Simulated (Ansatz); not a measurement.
**AlMgH₂ (doublet): the correlation ladder, 6-31G**

How much of the correlation energy of AlMgH₂ (doublet) does each wave-function method recover here?

Computed with Ansatz 0.2.0, Gaussian basis. Level: 6-31G, core rule «outside noble gas», up to 10 orbitals frozen.

Plan: UHF; CCSD(T) on ROHF; CCSD(T) on UHF; BCCD(T) on ROHF; CCSDT(Q) on ROHF; CCSDT(Q) on UHF; CCSDTQ on ROHF; Full CI.

21 further runs of the same task are left out: 1 for a mislabelled method, 9 that didn't finish, 11 set aside as unsound or not needed.

## 1. What is computed

The geometry is a PBE0/def2-TZVP stationary point (not a proven minimum) of the parent state, kept for this charge and spin.

4 atoms, charge 0, spin multiplicity 2.

Atoms are counted from 1 here; the program's logs count them from 0.

Bond lengths: Al1–H3 1.585 Å, Al1–H4 1.685 Å, Mg2–H4 1.892 Å. Angles: H3–Al1–H4 120.6°, Al1–H4–Mg2 97.5°.

## 2. UHF

in.yaml reads:

```yaml
crystal:
  periodic: [false, false, false]
  atoms:
    - {symbol: Al, position_ang: [0.000000, 0.056189, 1.220938]}
    - {symbol: Mg, position_ang: [0.000000, -0.001415, -1.471349]}
    - {symbol: H, position_ang: [0.000000, -0.327222, 2.759073]}
    - {symbol: H, position_ang: [0.000000, -1.142799, 0.037065]}
basis:
  gaussian: {orbitals: 6-31G}
magnetization: {spin_polarized: true, initial_magnetization: 1}
hamiltonian: {xc: hf}
output: {orbitals: {seedname: orbitals}}
```

Command:

```sh
$ ansatz run in.yaml --threads 1 --pin off --events-out ev --progress --plain --max-ram 2393MiB
```

Further steps of the session: CCSD(T) on ROHF; CCSD(T) on UHF; BCCD(T) on ROHF; CCSDT(Q) on ROHF; CCSDT(Q) on UHF; CCSDTQ on ROHF; Full CI.

**Question.** What will the summary of the whole plan be? Wanted: FCI below the RHF energy; RMP2 from FCI; UMP2 from FCI; RCCSD from FCI; RCCSD(T) from FCI; UCCSD(T) from FCI; RCCSDT(Q) from FCI; UCCSDT(Q) from FCI; T1 diagnostic.

The runs gave:

| quantity | value |
| --- | --- |
| FCI below the RHF energy | -1.9771 eV |
| RMP2 from FCI | +699.1 meV |
| UMP2 from FCI | +683.6 meV |
| RCCSD from FCI | +80.3 meV |
| RCCSD(T) from FCI | +29.7 meV |
| UCCSD(T) from FCI | +28.4 meV |
| RCCSDT(Q) from FCI | +1.2 meV |
| UCCSDT(Q) from FCI | +0.7 meV |
| levels within 1 kcal/mol (43 meV) | RCCSD(T), UCCSD(T), BCCD(T), RCCSDT, UCCSDT, RCCSDT(Q), UCCSDT(Q), RCCSDTQ |
| T1 diagnostic | 0.053 |
| effectively unpaired electrons | 1.08 |

RCCSD(T) lands +29.7 meV from the yardstick (1.5 % of the correlation energy). The occupations are near whole numbers, but T1 = 0.053 shows that the orbitals relax strongly. These misses are within one basis, not against nature; the frozen cores of restricted and unrestricted runs differ, which can shift their rows.
